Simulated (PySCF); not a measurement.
# How the functional moves excitation energies

Species: propanamide, C₃H₇NO.
SMILES: `CCC(N)=O`

Linear-response calculations in the def2-SVPD basis (PySCF; singlets by full response, triplets Tamm–Dancoff, core orbitals frozen in the response; HF means time-dependent Hartree–Fock). 'Strongest' is the level of largest summed f among the singlets computed (10 roots, of which the last may lack a degenerate partner); it can jump between rows when another state enters that window. S1 is the lowest singlet of each run and needn't be the same state throughout; f(S1) is that of one state. The structure is a single PBE0-D3(BJ)/def2-SVP conformer in the gas phase; no vibrational or solvent corrections.

```tsv
functional	kind	S1 (eV)	f(S1)	strongest (eV)	T1 (eV)	HOMO (eV)	gap (eV)	ionisation energy, ΔSCF (eV)
LDA	LDA	5.41	0.000	7.17	4.98	-5.94	5.18	10.58
PBE	GGA	5.43	0.001	7.18	4.95	-5.77	5.24	9.55
B3LYP	global hybrid, 20% exact exchange	5.65	0.000	7.81	5.17	-7.16	7.33	9.75
PBE0	global hybrid, 25% exact exchange	5.72	0.000	8.11	5.20	-7.40	7.90	9.66
CAM-B3LYP	range-separated hybrid	5.74	0.000	7.58	5.26	-8.90	10.03	9.82
HF	Hartree–Fock	6.62	0.000	8.70	6.06	-11.35	13.90	not settled
```

Problem. What does BHandHLYP (global hybrid, 50% exact exchange) give?

Solution. S1 (eV) 6.00, f(S1) 0.000, strongest (eV) 7.93, T1 (eV) 5.51, HOMO (eV) -9.02, gap (eV) 9.99, ionisation energy, ΔSCF (eV) 9.58. S1 runs from 5.41 eV (LDA) to 6.62 eV (HF), a spread of 1.21 eV, while the orbital gap spreads over 8.7 eV. Along PBE (0%), B3LYP (20%), PBE0 (25%), BHandHLYP (50%), HF (100%) S1 rises with the share of exact exchange. −ε(HOMO) comes closest to its own ΔSCF ionisation energy with BHandHLYP (-0.55 eV) and misses most with LDA (-4.64 eV). The lowest singlet of a reference set is 1A''(n→π*) at 5.72 eV (computed, CC3/TZVP, gas; arXiv:2401.06101 (2024), CC3 reference column of Thiel's set). The lowest computed singlet differs from it by PBE0 0.00, CAM-B3LYP +0.02, B3LYP -0.07, BHandHLYP +0.28, PBE -0.29, LDA -0.31, HF +0.90 eV; geometry and basis of the reference needn't be the same. The lowest triplet of a reference set is 3A''(n→π*) at 5.45 eV (computed, CC3/TZVP, gas; arXiv:2401.06101 (2024), CC3 reference column of Thiel's set). The lowest computed triplet differs from it by BHandHLYP +0.06, CAM-B3LYP -0.19, PBE0 -0.25, B3LYP -0.28, LDA -0.47, PBE -0.50, HF +0.61 eV; geometry and basis of the reference needn't be the same. 'Not settled' means that the ion's SCF failed to converge or may have ended in another state than the lowest.
